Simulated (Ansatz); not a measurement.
# AlPNH+ (quartet): from Hartree-Fock to the top rungs, cc-pVDZ

How much of the correlation energy of AlPNH+ (quartet) does each wave-function method recover here?

Program: Ansatz 0.2.0, Gaussian basis. Level of theory: cc-pVDZ, core rule «outside noble gas», up to 11 orbitals frozen. These are calculated values, not measurements.

To be run: UHF; CCSD(T) on ROHF; CCSD(T) on UHF; BCCD(T) on ROHF; CISD; CCSDT(Q) on ROHF; CCSDT(Q) on UHF.

29 further runs of the same task are left out: 10 for a known fault of the program, 9 that didn't finish, 10 set aside as unsound or not needed.

## Step 1: The geometry

The geometry is a PBE0/def2-TZVP stationary point (not a proven minimum) of the parent state, kept for this charge and spin.

4 atoms, charge 1, spin multiplicity 4.

Atoms are counted from 1 here; the program's logs count them from 0.

Bond lengths: N1–Al2 1.630 Å, N1–H4 0.999 Å, Al2–P3 2.260 Å. Angles: Al2–N1–H4 180.0°, N1–Al2–P3 180.0°.

## Step 2: UHF

Contents of in.yaml:

```yaml
crystal:
  periodic: [false, false, false]
  atoms:
    - {symbol: N, position_ang: [0.000000, 0.000000, 1.130338]}
    - {symbol: Al, position_ang: [0.000000, 0.000000, -0.499668]}
    - {symbol: P, position_ang: [0.000000, 0.000000, -2.759714]}
    - {symbol: H, position_ang: [0.000000, 0.000000, 2.129045]}
basis:
  gaussian: {orbitals: cc-pVDZ}
total_charge: 1
magnetization: {spin_polarized: true, initial_magnetization: 3}
hamiltonian: {xc: hf}
output: {orbitals: {seedname: orbitals}}
```

On the command line:

```bash
$ ansatz run in.yaml --threads 1 --pin off --events-out ev --progress --plain --max-ram 2393MiB
```

Further steps of the session: CCSD(T) on ROHF; CCSD(T) on UHF; BCCD(T) on ROHF; CISD; CCSDT(Q) on ROHF; CCSDT(Q) on UHF.

Q: Predict the results of all the runs planned. Wanted: UCCSDT(Q) below the RHF energy; RMP2 from UCCSDT(Q); UMP2 from UCCSDT(Q); RCCSD from UCCSDT(Q); RCCSD(T) from UCCSDT(Q); UCCSD(T) from UCCSDT(Q); RCCSDT(Q) from UCCSDT(Q); T1 diagnostic.

The runs gave:

| quantity | value |
| --- | --- |
| UCCSDT(Q) below the RHF energy | -8.0208 eV |
| RMP2 from UCCSDT(Q) | +1271.9 meV |
| UMP2 from UCCSDT(Q) | +1300.9 meV |
| RCCSD from UCCSDT(Q) | +270.3 meV |
| RCCSD(T) from UCCSDT(Q) | +59.3 meV |
| UCCSD(T) from UCCSDT(Q) | +58.8 meV |
| RCCSDT(Q) from UCCSDT(Q) | +2.0 meV |
| levels within 1 kcal/mol (43 meV) | RCCSDT, UCCSDT, RCCSDT(Q) |
| T1 diagnostic | 0.023 |

**Reading.** RCCSD(T) misses by +59.3 meV, 0.7 % of the correlation energy. These misses are within one basis, not against nature; the frozen cores of restricted and unrestricted runs differ, which can shift their rows.
